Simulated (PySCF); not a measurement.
**A thermochemical cycle for SiO**

CCSD(T) in PySCF with def2-TZVPPD on every atom, for the lowest determinant that a PBE0 search found; no spin–orbit coupling. SiO, a singlet (closed shell), has De = 7.97 eV to neutral atoms, and SiO⁺, a doublet (σ ↑), has De = 4.56 eV to Si⁺ + O.

The adiabatic ionisation energy of SiO, between the minima, is 11.52 eV.

Q: Which ionisation energy of the Si atom does this level give?

A: IE(Si) = IE(molecule) + De(ion) − De(neutral) = 11.52 + 4.56 − 7.97 = 8.11 eV; the measured value is 8.152 eV (NIST ASD).

Correlated steps freeze 6 core orbitals. For an ion De counts to the pair picked by the measured ionisation energies or electron affinities, which need not be the lowest pair at this level. Where the molecule has an RHF reference, its open-shell atoms are computed with UHF. The CCSD T1 diagnostic is raised in SiO, SiO⁺, a sign that a single reference may not be enough there. States were picked by a PBE0 search and need not be the measured ground states.
